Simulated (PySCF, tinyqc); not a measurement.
Inside a calculation. Method: CISD on RHF in the sto-6g basis, frozen core, for HF, spin multiplicity 1. The lowest restricted solution is unstable here: a spin-polarised one lies 0.0406 hartree lower (PySCF). One step of it, computed by the program tinyqc.

Question. CISD: determinants and Hamiltonian. Slater-Condon rules over spin orbitals, with the nuclear repulsion and the energy of the frozen orbital added and E(HF) subtracted on the diagonal. Only determinants linked to the reference directly or through others are kept (one block of an abelian symmetry group), so some states are absent.

one-electron integrals dressed by the frozen orbital, h + 2 (pq|11) - (p1|1q) (hartree), lower triangle:
```
           2          3          4          5          6
2  -6.739087
3   0.000000  -6.078924
4   0.000000   0.000000  -6.078924
5   0.221837   0.000000   0.000000  -4.808952
6   0.381101   0.000000   0.000000   1.561613  -4.255617
```

energy of the frozen orbital, 2 h_11 + (11|11) = -76.17804888 hartree

Two-electron integrals over orbitals (pq|rs), unique and non-zero (hartree); the lowest 1 orbital is frozen and left out:
```
(22|22) 0.886715    (32|32) 0.192257    (33|22) 0.903891    (33|33) 0.998085
(42|42) 0.192257    (43|43) 0.053789    (44|22) 0.903891    (44|33) 0.890506
(44|44) 0.998085    (52|22) -0.043505   (52|33) -0.053127   (52|44) -0.053127
(52|52) 0.122514    (53|32) -0.020223   (53|53) 0.031827    (54|42) -0.020223
(54|54) 0.031827    (55|22) 0.662980    (55|33) 0.648160    (55|44) 0.648160
(55|52) -0.006268   (55|55) 0.641991    (62|22) -0.063722   (62|33) -0.063908
(62|44) -0.063908   (62|52) -0.086363   (62|55) -0.019752   (62|62) 0.090626
(63|32) -0.021228   (63|53) -0.024460   (63|63) 0.027666    (64|42) -0.021228
(64|54) -0.024460   (64|64) 0.027666    (65|22) -0.268270   (65|33) -0.268696
(65|44) -0.268696   (65|52) 0.064700    (65|55) -0.085571   (65|62) 0.025937
(65|65) 0.256196    (66|22) 0.617200    (66|33) 0.603521    (66|44) 0.603521
(66|52) 0.035145    (66|55) 0.628288    (66|62) -0.044541   (66|65) -0.028131
(66|66) 0.649047
```

nuclear repulsion = 3.31657026 hartree

Hartree-Fock energy = -99.36696773 hartree

Give: determinants; H - E(HF) between determinants.

Answer.

Occupation strings over the orbitals (2 doubly, a alpha, b beta, 0 empty; spin orbitals ordered 1a 1b 2a 2b ...): 222220 2222ab 2a222b 2222ba 2b222a 222202 2a22b2 222022 220222 2b22a2 202222

H - E(HF) between determinants (hartree), lower triangle:
```
         222220   2222ab   2a222b   2222ba   2b222a   222202   2a22b2   222022
222220   0.0000
2222ab   0.0000   0.3097
2a222b   0.0000  -0.0092   1.1386
2222ba   0.0000  -0.2562  -0.0259   0.3097
2b222a   0.0000  -0.0259  -0.0906  -0.0092   1.1386
222202   0.2562   0.0574  -0.0647  -0.0574   0.0647   0.6539
2a22b2  -0.0259   0.0647  -0.2401  -0.0248   0.0864   0.0506   1.5149
222022   0.0277   0.0245   0.0212  -0.0245  -0.0212   0.0318   0.0202   0.7302
220222   0.0277   0.0245   0.0212  -0.0245  -0.0212   0.0318   0.0202   0.0538
2b22a2   0.0259  -0.0248   0.0864   0.0647  -0.2401  -0.0506  -0.1225  -0.0202
202222   0.0906   0.0864   0.0192  -0.0864  -0.0192   0.1225   0.0879   0.1923

         220222   2b22a2  202222
220222   0.7302
2b22a2  -0.0202   1.5149
202222   0.1923  -0.0879  2.5785
```
